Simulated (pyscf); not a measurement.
`[GeH3]` [doublet] + `[SiH4]` → `[SiH3][GeH3]` + `[H]` [doublet], a substitution at Si (doublet surface; H–Si broken, Ge–Si formed). Structures and frequencies: ωB97X-D3(BJ)/def2-SVP in PySCF. Correlated levels are frozen-core, on RHF or UHF. ΔMP2 is the change of the MP2 total energy from the triple- to the quadruple-zeta basis. Energies in eV from the separated reactants.

Small-basis levels: PySCF, no dispersion term, spherical d functions. Open shells are spin-unrestricted. 

Quick SVWN5/6-31G*+LANL2DZ single points give ΔE‡ = 0.46 eV and ΔE = +0.84 eV. What does CCSD(T)/def2-TZVPP + ΔMP2(QZVPP) give, and how far is the quick result from it?

CCSD(T)/def2-TZVPP + ΔMP2(QZVPP) gives ΔE‡ = 1.07 eV and ΔE = +0.85 eV. SVWN5/6-31G*+LANL2DZ lies 0.60 eV under it in the barrier and 0.01 eV under it in the reaction energy, so on this step it does not hold to within 0.13 eV. At SVWN5/6-31G*+LANL2DZ this geometry lies under one side, so its ΔE‡ may be no barrier of that level. CCSD(T)/def2-TZVPP + ΔMP2(QZVPP) has limits of its own. This is the saddle that the search found; another between the same sides may lie lower. The angle at the attacked Si is 180°. The CCSD(T) − MP2 part came from Ansatz, without density fitting, on the same reference. The frozen core leaves the outer d or s,p core shells of the metals and heavy elements correlated in the MP2 and CC values, and def2-TZVPP describes them poorly, which can shift differences by a few kcal/mol. In the def2 sets elements up to Kr have no core potential.
